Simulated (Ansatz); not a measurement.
Isomers of C3H3FS, relaxed with PBE0-D4/def2-TZVP in Ansatz; electronic energies, one conformer each and not always the lowest. Functionals use def2-TZVPP; CBS adds triple-zeta CCSD(T) − MP2 to the MP2 limit of def2-TZVPP and def2-QZVPP.

Task: Order them by energy at frozen-core CCSD(T)/CBS, lowest first. (An estimate is asked.)
A. `C=C1SC1F`
B. `FC1C=C1S`
C. `FCC1=CS1`
D. `FCC=C=S`
E. `F/C=C1\CS1`

Result: D (0.0 kJ/mol), A (23.3 kJ/mol), E (32.5 kJ/mol), B (90.7 kJ/mol), C (126.6 kJ/mol).

Task: How do HF/CBS(def2), B2PLYP, PBE-D4, ωB97M-V place them (kJ/mol, against `FCC=C=S`)? (Estimate.)

Result: Computed: 
```json
{"isomer": "`FCC1=CS1`", "HF/CBS(def2)": "137.3", "B2PLYP": "142.1", "PBE-D4": "136.5", "ωB97M-V": "127.7"}
{"isomer": "`C=C1SC1F`", "HF/CBS(def2)": "41.6", "B2PLYP": "33.7", "PBE-D4": "14.8", "ωB97M-V": "21.0"}
{"isomer": "`F/C=C1\\CS1`", "HF/CBS(def2)": "44.4", "B2PLYP": "42.9", "PBE-D4": "26.5", "ωB97M-V": "28.4"}
{"isomer": "`FC1C=C1S`", "HF/CBS(def2)": "95.4", "B2PLYP": "101.1", "PBE-D4": "85.7", "ωB97M-V": "83.9"}
```
